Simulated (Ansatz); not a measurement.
The same path of BClH$_{2}$ (4 atoms, charge 0, multiplicity 1) was run twice with different band settings. Lost on the way: B1–H2, B1–H3. Made: H2–H3.

The calculation used Ansatz, RKS PBE0/def2-SVP.

Relaxed end points:

```xyz
4
Properties=species:S:1:pos:R:3
B 0.288 0.000 0.166
H 0.250 0.000 1.369
H 1.311 0.000 -0.468
Cl -1.217 0.000 -0.703
```

```xyz
4
Properties=species:S:1:pos:R:3
B -0.667 0.000 -1.042
H 2.023 0.000 1.786
H 1.587 0.000 1.160
Cl -2.311 0.000 -1.539
```

Common settings: movable images 7; climbing image yes; spring 5.0 eV/Å²; optimiser quadratic models (default); start path through a guess of the saddle point; iteration limit 60; end points relaxed.

| run | force threshold |
| --- | --- |
| 1 | 0.05 eV/Å |
| 2 | 0.2 eV/Å |

Task: What does each run give, and how far can it be trusted?

Result: Run 1: converged after 21 iterations, highest image 4.106 eV above the first end. Neighbouring images differ by up to 2.0 eV, so the band resolves the path poorly. A vibrational analysis at the climbing image gives one clearly imaginary mode, 1190i cm⁻¹: a first-order saddle point.
Run 2: converged after 20 iterations, highest image 4.107 eV above the first end. The threshold of 0.2 eV/Å is loose, so the images may lie well off the minimum-energy path. Neighbouring images differ by up to 2.0 eV, so the band resolves the path poorly. Another band between the same ends (7 images) ends at a top of the same energy, where a vibrational analysis finds 1 clearly imaginary mode.
The orbitals stay closed-shell, which can raise the energy where a bond breaks towards radicals; this wasn't checked here.
